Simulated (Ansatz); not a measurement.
# [O2]− (superoxide): UCCSD/STO-3G

What is the vertical doublet–quartet gap of [O2]− (superoxide) at UCCSD/STO-3G? 

The calculation is run with Ansatz 0.2.0.

17 further runs of the same task are left out: 13 that didn't finish, 4 set aside as unsound or not needed.

### 1 Starting point

The species is [O2]− (2 atoms), meant as a doublet with charge -1. As SMILES, `[O][O-]`. The shape is that of a GFN2-xTB optimisation.

Bond lengths: O1–O2 1.341 Å.

### 2 A single-point energy at UCCSD/STO-3G

molecule.yaml reads:

```yaml
crystal:
  periodic: [false, false, false]
  atoms:
    - {symbol: O, position_ang: [0.000000, 0.000000, 0.000000]}
    - {symbol: O, position_ang: [0.000000, 0.000000, 1.341480]}
basis:
  gaussian: {orbitals: STO-3G}
total_charge: -1
magnetization: {spin_polarized: true, initial_magnetization: 1}
correlation: {method: ccsd, frozen_orbitals: {O: 1}}
accuracy: high
scf: {omitted_lower_state_checks: [cluster_reference, increment]}
```

Started as:

```console
$ ansatz run molecule.yaml --threads 1 --pin off --max-ram 2610MiB --events-out events.jsonl --progress --plain --runs-dir runs
```

The program printed (excerpt; [...] marks lines left out):

```text
Warning: RAYON_NUM_THREADS=1 ignored (pool sized by the plan → 1); use --threads N
Functional definition: HF
  name "HF"
[...]
149 factors; integrals over basis functions are off by at most 4.1e-8 eV
[...]
mean field -4010.47523935 eV, -147.3822466484 hartree, gradient 1.5e-8 eV, S^2 0.750990; 6 other end points of the search recorded, 0 dependent functions left out
2 core orbitals not correlated: weight in the atoms' cores, before any rotation towards them, 1.000 or more for the frozen orbitals, at most 0.000 for the correlated occupied ones
reference -4010.47523935 eV, -147.3822466484 hartree; 7, 6 occupied and 1, 2 virtual orbitals, 149 factors
second order -1.69783483 eV of doubles, -0.00000000 eV of singles
cycle   1  -1.93127584 eV  change   -4.6e-1 eV  update   5.3e-2
[...]
cycle  23  -2.18811735 eV  change  -4.8e-10 eV  update  1.2e-10
WARN: these amplitudes may be one of several solutions (largest doubles amplitude 0.15, level shift 4.33 eV)
Total energy: -4012.66335670 eV, -147.4626584780 hartree
Checks for a lower state left out: cluster_reference, increment
```

Run time: 0.14 s. Hardware: 1 thread of Arm Neoverse V1, shared host.

### 3 The quartet at the same level

in.yaml reads:

```yaml
crystal:
  periodic: [false, false, false]
  atoms:
    - {symbol: O, position_ang: [0.000000, 0.000000, 0.000000]}
    - {symbol: O, position_ang: [0.000000, 0.000000, 1.341480]}
basis:
  gaussian:
    orbitals: STO-3G
total_charge: -1
magnetization:
  spin_polarized: true
  initial_magnetization: 3
correlation:
  method: ccsd
  frozen_orbitals: {O: 1}
accuracy: high
scf:
  omitted_lower_state_checks: [cluster_reference, increment]
```

Started as:

```console
$ ansatz run in.yaml --threads 1 --pin off --max-ram 2610MiB --events-out events.jsonl --progress --plain --runs-dir runs
```

The program printed (excerpt; [...] marks lines left out):

```text
Warning: RAYON_NUM_THREADS=1 ignored (pool sized by the plan → 1); use --threads N
Functional definition: HF
  name "HF"
[...]
149 factors; integrals over basis functions are off by at most 4.1e-8 eV
[...]
mean field -4003.60971885 eV, -147.1299434234 hartree, gradient 2.2e-9 eV, S^2 3.750000; 2 other end points of the search recorded, 0 dependent functions left out
2 core orbitals not correlated: weight in the atoms' cores, before any rotation towards them, 1.000 or more for the frozen orbitals, at most 0.000 for the correlated occupied ones
reference -4003.60971885 eV, -147.1299434234 hartree; 8, 5 occupied and 0, 3 virtual orbitals, 149 factors
second order -0.42229760 eV of doubles, -0.00000000 eV of singles
cycle   1  -0.59780251 eV  change   -1.8e-1 eV  update   6.1e-2
[...]
cycle  24  -1.66318165 eV  change   3.6e-11 eV  update  1.1e-10
Total energy: -4005.27290050 eV, -147.1910642219 hartree
Checks for a lower state left out: cluster_reference, increment
```

It took 0.1 s on 1 thread of Arm Neoverse V1, shared host.

### 4 Outcome

At UCCSD/STO-3G, 2 core orbitals frozen:

| quantity | value |
| --- | --- |
| doublet: total energy | -147.46266 Eh |
| doublet: correlation energy (2 core orbitals frozen) | -80.4 mEh |
| doublet: ⟨S²⟩ of the reference determinant | 0.751 |
| doublet: T1 diagnostic | 0.016 |
| quartet: total energy | -147.19106 Eh |
| quartet: correlation energy (2 core orbitals frozen) | -61.1 mEh |
| quartet: ⟨S²⟩ of the reference determinant | 3.750 |
| quartet: T1 diagnostic | 0.090 |
| vertical energy of the quartet above the doublet | 7.390 eV |

In words: At this shape the quartet lies 7.39 eV (170 kcal/mol) above the doublet. For an anion a state so high probably lies above electron detachment. In a minimal basis such a difference can be off by several eV, whatever the method. The T1 diagnostic (quartet) of 0.090 is above the customary mark for such species, so a single reference may not serve.
